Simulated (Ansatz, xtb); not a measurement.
System: C₃H₂N (charge 0, doublet). It need not be the lowest isomer of its formula. 
Coordinates optimised at B3LYP-D3(BJ)/def2-TZVP (Ansatz, an electronic-structure program):
```xyz
6

C     -0.1282    -1.7986    -0.0228
C      0.1404    -0.5266    -0.0139
C      0.0407     0.8046     0.0109
H     -1.1530    -2.1666     0.0132
H      0.6558    -2.5497    -0.0664
N      0.0257     1.9771     0.0297
```
Charge 0, spin multiplicity 2.

Harmonic wavenumbers from GFN2-xTB (xtb, at its own minimum), cm⁻¹: 116, 198, 372, 516, 856, 903, 928, 1348, 1884, 2166, 2987, 3002.

**Question.** Give the harmonic wavenumbers at B3LYP-D3(BJ)/def2-TZVP (Ansatz, finite differences of forces, unscaled).

**Answer.** 95, 250, 425, 574, 883, 929, 968, 1433, 1820, 2104, 3073, 3148 cm⁻¹. Zero-point energy 22.4 kcal/mol.

**Question.** From these and the geometry, give the ideal-gas thermochemistry at 298.15 K and 1 atm (rigid rotor, harmonic oscillator).

**Answer.** Point group Cs, rotational symmetry number 1. Rotational constants 239.5, 4.367, 4.289 GHz. S(trans) 37.77, S(rot) 21.80, S(vib) 7.07, S(elec, spin only) 1.38, S 68.0 cal/(mol K). H(298) - H(0) 3.53 kcal/mol; G - E(el) 5.7 kcal/mol.
